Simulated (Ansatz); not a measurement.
A nudged elastic band was laid between two geometries of H + H4Si (6 atoms, charge 0, multiplicity 2).

All numbers below come from UKS B3LYP/def2-SVP (Ansatz 0.2.0).

```json
{
 "movable images": "7",
 "climbing image": "yes",
 "spring": "5.0 eV/Å²",
 "optimiser": "quadratic models (default)",
 "start path": "through a guess of the saddle point",
 "force threshold": "0.05 eV/Å",
 "iteration limit": "60",
 "end points": "relaxed"
}
```

Image 0:

```xyz
6
Properties=species:S:1:pos:R:3
Si 0.000 0.000 -0.239
H 0.000 0.000 1.252
H 1.406 0.000 -0.736
H -0.702 1.217 -0.736
H -0.702 -1.217 -0.736
H 0.000 0.000 4.116
```

Image 8:

```xyz
6
Properties=species:S:1:pos:R:3
Si 0.000 0.000 -0.639
H 0.000 0.000 3.039
H 1.423 0.000 -1.093
H -0.711 1.232 -1.093
H -0.711 -1.232 -1.093
H 0.000 0.000 3.801
```

Which bonds break or form, and what moves?

Bonds broken: Si1–H2. Bonds formed: H2–H6. H + H4Si becomes H2 + H3Si.

What energy profile does the band end with?

The run converged. The highest image is number 3 of 0 to 8, 0.050 eV above the first end and 0.617 eV above the last; the last end lies 0.567 eV below the first. A vibrational analysis at the climbing image gives one clearly imaginary mode, 497i cm⁻¹: a first-order saddle point.

| image | path coordinate (Å) | energy (eV) | Si1–H2 (Å) | H2–H6 (Å) |
| --- | --- | --- | --- | --- |
| 0 | 0.00 | 0.000 | 1.49 | 2.86 |
| 1 | 0.44 | 0.003 | 1.49 | 2.38 |
| 2 | 0.88 | 0.021 | 1.50 | 1.90 |
| 3 | 1.32 | 0.050 | 1.54 | 1.38 |
| 4 | 1.79 | -0.316 | 2.07 | 0.82 |
| 5 | 2.25 | -0.476 | 2.49 | 0.77 |
| 6 | 2.71 | -0.541 | 2.88 | 0.76 |
| 7 | 3.18 | -0.563 | 3.28 | 0.76 |
| 8 | 3.64 | -0.567 | 3.68 | 0.76 |

What is the geometry of the highest image?


```xyz
6
Properties=species:S:1:pos:R:3:forces:R:3
Si -0.002 0.000 -0.017 0.00 0.00 -0.01
H -0.006 0.000 1.527 0.00 0.00 0.02
H 1.411 0.000 -0.492 0.00 0.00 -0.01
H -0.705 1.221 -0.503 0.00 0.00 0.00
H -0.705 -1.221 -0.503 0.00 0.00 0.00
H 0.008 0.000 2.910 0.00 0.00 0.01
```

What are the harmonic wavenumbers there?

497i, 242, 243, 890, 926, 927, 969, 970, 1587, 2227, 2240, 2240 cm⁻¹.

Time of the run: 42 s on 1 thread of Arm Neoverse V2, on a shared host, peak memory 0.097 GiB.
